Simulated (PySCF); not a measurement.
## Exercise with solution: entropy of an ideal gas

C2H7N, SMILES CCN.

Coordinates come from a PBE-D3(BJ)/def2-TZVP optimisation. Other conformers were not sampled.

PySCF with PBE-D3(BJ)/def2-TZVP gives the harmonic wavenumbers 233, 266, 403, 780, 824, 888, 978, 1077, 1114, 1223, 1283, 1348, 1375, 1436, 1445, 1466, 1605, 2871, 2964, 2977, 3032, 3051, 3390, 3472 cm⁻¹ and the rotational temperatures 1.5548, 0.4276, 0.3749 K. The molar mass is 45.09 g/mol, the symmetry number 1, the spin multiplicity 1.

### Question
Work out the entropy at 298.15 K and 1 atm in the rigid-rotor, harmonic-oscillator model.

### Answer

Translation (Sackur–Tetrode at 1 atm): S = R[1.5 ln M + 2.5 ln T − 1.16487] = 156.2 J/(mol K).
Rotation: q = (√π/σ) T^1.5/√(θA θB θC) = 18300, S = R[ln q + 3/2] = 94.1 J/(mol K).
Vibration: with u = 1.4388 ν/T, each mode gives R[u/(e^u − 1) − ln(1 − e^−u)]:
```json
[
 {"ν (cm⁻¹)": "233", "modes": "1", "u": "1.12", "S (J/(mol K))": "7.76"},
 {"ν (cm⁻¹)": "266", "modes": "1", "u": "1.28", "S (J/(mol K))": "6.79"},
 {"ν (cm⁻¹)": "403", "modes": "1", "u": "1.94", "S (J/(mol K))": "3.98"},
 {"ν (cm⁻¹)": "780", "modes": "1", "u": "3.76", "S (J/(mol K))": "0.94"},
 {"ν (cm⁻¹)": "824", "modes": "1", "u": "3.98", "S (J/(mol K))": "0.79"},
 {"ν (cm⁻¹)": "888", "modes": "1", "u": "4.29", "S (J/(mol K))": "0.61"},
 {"ν (cm⁻¹)": "978", "modes": "1", "u": "4.72", "S (J/(mol K))": "0.43"},
 {"ν (cm⁻¹)": "1077", "modes": "1", "u": "5.20", "S (J/(mol K))": "0.29"},
 {"ν (cm⁻¹)": "1114", "modes": "1", "u": "5.38", "S (J/(mol K))": "0.25"},
 {"ν (cm⁻¹)": "1223", "modes": "1", "u": "5.90", "S (J/(mol K))": "0.16"},
 {"ν (cm⁻¹)": "1283", "modes": "1", "u": "6.19", "S (J/(mol K))": "0.12"},
 {"ν (cm⁻¹)": "1348", "modes": "1", "u": "6.51", "S (J/(mol K))": "0.09"},
 {"ν (cm⁻¹)": "1375", "modes": "1", "u": "6.64", "S (J/(mol K))": "0.08"},
 {"ν (cm⁻¹)": "1436", "modes": "1", "u": "6.93", "S (J/(mol K))": "0.06"},
 {"ν (cm⁻¹)": "1445", "modes": "1", "u": "6.97", "S (J/(mol K))": "0.06"},
 {"ν (cm⁻¹)": "1466", "modes": "1", "u": "7.07", "S (J/(mol K))": "0.06"},
 {"ν (cm⁻¹)": "1605", "modes": "1", "u": "7.75", "S (J/(mol K))": "0.03"}
]
```
The stiffer modes add less than 0.005 each. Sum 22.5 J/(mol K).
Spin: R ln 1 = 0.0 J/(mol K).
Total 272.8 J/(mol K); the program's own thermochemistry gives 272.8. Translation makes up 57 % and vibration 8 %. Anharmonicity, hindered rotation and orbital degeneracy are left out.
